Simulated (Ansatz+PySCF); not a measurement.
Results of a calculation; reference values are marked as such.
Input for Ansatz (development build ahead of 0.2.0):

```yaml
crystal:
  periodic: [false, false, false]
  atoms:
    - { symbol: C, position_ang: [0.0, 0.0, -3.34945] }
    - { symbol: S, position_ang: [0.0, 0.0, 1.25604] }
basis:
  gaussian: { orbitals: cc-pVDZ }
hamiltonian:
  xc: hf
```

The input is written out in the form of the current development build from the run's settings.

Output:

```json
{
  "Converged": "yes",
  "Total energy": "-435.01098 hartree",
  "Spin squared of the determinant": "0.000",
  "Stability test": "minimum among restricted orbitals",
  "Occupied orbitals by symmetry in an Abelian subgroup (alpha; beta)": "7 A1 2 B1 2 B2; 7 A1 2 B1 2 B2"
}
```

Caution: an unrestricted determinant lies well below.
